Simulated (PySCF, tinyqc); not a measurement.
G0W0 on RHF in the sto-6g basis, for CH+, spin multiplicity 1, step by step. The lowest restricted solution is unstable here: a spin-polarised one lies 0.0131 hartree lower (PySCF). One step of it, computed by the program tinyqc.

Task: Iteration 1: building the Fock matrix. J_ij = sum D_kl (ij|kl), K_ij = sum D_kl (ik|jl); F = H + J - 0.5 K; E = tr D H + tr D J / 2 - 0.25 tr D K + E_nn.

D at the start, order 1C 1s, 1C 2s, 1C 2px, 1C 2py, 1C 2pz, 2H 1s:
```
[[1.833468, -0.434376, 0.000000, 0.000000, 0.010449, -0.020511],
 [-0.434376, 1.793427, 0.000000, 0.000000, -0.041797, 0.082512],
 [0.000000, 0.000000, 0.564401, 0.000000, 0.000000, 0.000000],
 [0.000000, 0.000000, 0.000000, 0.564401, 0.000000, 0.000000],
 [0.010449, -0.041797, 0.000000, 0.000000, 0.521678, 0.041694],
 [-0.020511, 0.082512, 0.000000, 0.000000, 0.041694, 0.814534]]
```

core Hamiltonian H = T + V (hartree), order 1C 1s, 1C 2s, 1C 2px, 1C 2py, 1C 2pz, 2H 1s:
```
[[-18.432496, -4.231166, 0.000000, 0.000000, -0.018445, -1.178062],
 [-4.231166, -5.145964, 0.000000, 0.000000, -0.176941, -2.349099],
 [0.000000, 0.000000, -4.115269, 0.000000, 0.000000, 0.000000],
 [0.000000, 0.000000, 0.000000, -4.115269, 0.000000, 0.000000],
 [-0.018445, -0.176941, 0.000000, 0.000000, -4.246204, -1.934066],
 [-1.178062, -2.349099, 0.000000, 0.000000, -1.934066, -3.362014]]
```

Two-electron integrals (ij|kl) in chemists' order, unique and non-zero (hartree):
```
(11|11) 3.543743   (21|11) 0.529462   (21|21) 0.100317   (22|11) 0.853596
(22|21) 0.199930   (22|22) 0.624844   (31|31) 0.021271   (32|31) 0.031868
(32|32) 0.138108   (33|11) 0.853598   (33|21) 0.199930   (33|22) 0.624843
(33|33) 0.673218   (41|41) 0.021271   (42|41) 0.031868   (42|42) 0.138108
(43|43) 0.036281   (44|11) 0.853598   (44|21) 0.199930   (44|22) 0.624843
(44|33) 0.600655   (44|44) 0.673218   (51|51) 0.021271   (52|51) 0.031868
(52|52) 0.138108   (53|53) 0.036281   (54|54) 0.036281   (55|11) 0.853598
(55|21) 0.199930   (55|22) 0.624843   (55|33) 0.600655   (55|44) 0.600655
(55|55) 0.673218   (61|11) 0.154390   (61|21) 0.028130   (61|22) 0.055049
(61|33) 0.054840   (61|44) 0.054840   (61|51) 0.001838   (61|52) 0.003536
(61|55) 0.055468   (61|61) 0.008112   (62|11) 0.341247   (62|21) 0.080959
(62|22) 0.275241   (62|33) 0.268994   (62|44) 0.268994   (62|51) 0.008197
(62|52) 0.052832   (62|55) 0.287733   (62|61) 0.023362   (62|62) 0.155031
(63|31) 0.009045   (63|32) 0.045174   (63|53) 0.010530   (63|63) 0.019853
(64|41) 0.009045   (64|42) 0.045174   (64|54) 0.010530   (64|64) 0.019853
(65|11) 0.281830   (65|21) 0.067852   (65|22) 0.244350   (65|33) 0.232048
(65|44) 0.232048   (65|51) 0.015038   (65|52) 0.088788   (65|55) 0.268954
(65|61) 0.020613   (65|62) 0.163711   (65|65) 0.189592   (66|11) 0.481018
(66|21) 0.116352   (66|22) 0.445934   (66|33) 0.422283   (66|44) 0.422283
(66|51) 0.015628   (66|52) 0.131267   (66|55) 0.493237   (66|61) 0.034264
(66|62) 0.310409   (66|65) 0.363346   (66|66) 0.774999
```

nuclear repulsion = 2.95905244 hartree

Give: Coulomb J; exchange K; Fock matrix F; total energy of this density.

Result:

Coulomb J (hartree), order 1C 1s, 1C 2s, 1C 2px, 1C 2py, 1C 2pz, 2H 1s:
```
[[9.442, 1.685, 0.000, 0.000, 0.013, 0.481],
 [1.685, 3.970, 0.000, 0.000, 0.112, 1.790],
 [0.000, 0.000, 3.950, 0.000, 0.000, 0.000],
 [0.000, 0.000, 0.000, 3.950, 0.000, 0.000],
 [0.013, 0.112, 0.000, 0.000, 4.011, 1.629],
 [0.481, 1.790, 0.000, 0.000, 1.629, 3.015]]
```

exchange K (hartree), order 1C 1s, 1C 2s, 1C 2px, 1C 2py, 1C 2pz, 2H 1s:
```
[[6.257, 0.991, 0.000, 0.000, 0.019, 0.317],
 [0.991, 1.532, 0.000, 0.000, 0.143, 0.884],
 [0.000, 0.000, 0.703, 0.000, 0.000, 0.000],
 [0.000, 0.000, 0.000, 0.703, 0.000, 0.000],
 [0.019, 0.143, 0.000, 0.000, 0.842, 0.578],
 [0.317, 0.884, 0.000, 0.000, 0.578, 1.092]]
```

Fock matrix F (hartree), order 1C 1s, 1C 2s, 1C 2px, 1C 2py, 1C 2pz, 2H 1s:
```
[[-12.119, -3.042, 0.000, 0.000, -0.015, -0.855],
 [-3.042, -1.942, 0.000, 0.000, -0.136, -1.001],
 [0.000, 0.000, -0.517, 0.000, 0.000, 0.000],
 [0.000, 0.000, 0.000, -0.517, 0.000, 0.000],
 [-0.015, -0.136, 0.000, 0.000, -0.657, -0.594],
 [-0.855, -1.001, 0.000, 0.000, -0.594, -0.893]]
```

total energy of this density = -34.19829 hartree

This density is the starting one; it is not idempotent, so its energy is not variational and may lie below the converged one.
